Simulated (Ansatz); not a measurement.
A made-up structure of LiAlH$_{2}$, closed shell:

```json
{"atom": "Li1", "x (Å)": "-2.3547", "y (Å)": "-0.6747", "z (Å)": "0.1698"}
{"atom": "Al2", "x (Å)": "0.1761", "y (Å)": "0.0503", "z (Å)": "-0.0126"}
{"atom": "H3", "x (Å)": "1.4177", "y (Å)": "-0.6159", "z (Å)": "0.7833"}
{"atom": "H4", "x (Å)": "-3.6872", "y (Å)": "-1.2086", "z (Å)": "0.8535"}
```

It is relaxed with PBE-D4/def2-SVP and then PBE0-D4/def2-TZVP (Ansatz 0.2.0). Atoms count as bonded within 1.22 times the sum of their covalent radii (H–H: 0.88 Å). The end point is not checked to be a true minimum.

(1) Does its bonding change? (Judge from chemistry; the calculation decides.)

Answers

(1) The calculation gives: Yes. Formed: Al2–H4; broken: none.

Where it ends: The first stage lowers the energy by 1.32 eV in 15 steps. It ends as LiAlH₂ ([H]1[Li][AlH]1):
Li1  (-2.863, -0.311, -0.270)
Al2  (-0.453, -0.251, 0.083)
H3  (0.698, -0.829, 1.065)
H4  (-1.830, -1.057, 0.917)
(Å)

Labels in which every atom is bracketed show which atoms are joined, not bond orders.

For scale, one of the runs: PBE0-D4/def2-TZVP relaxation, 63 basis functions, launched by `ansatz run in.yaml --threads 2 --pin off --events-out ev --progress --plain --max-ram 4352MiB`. Hardware: 2 CPU threads of an Arm Neoverse V1, shared host. Wall time about 2.8 s.
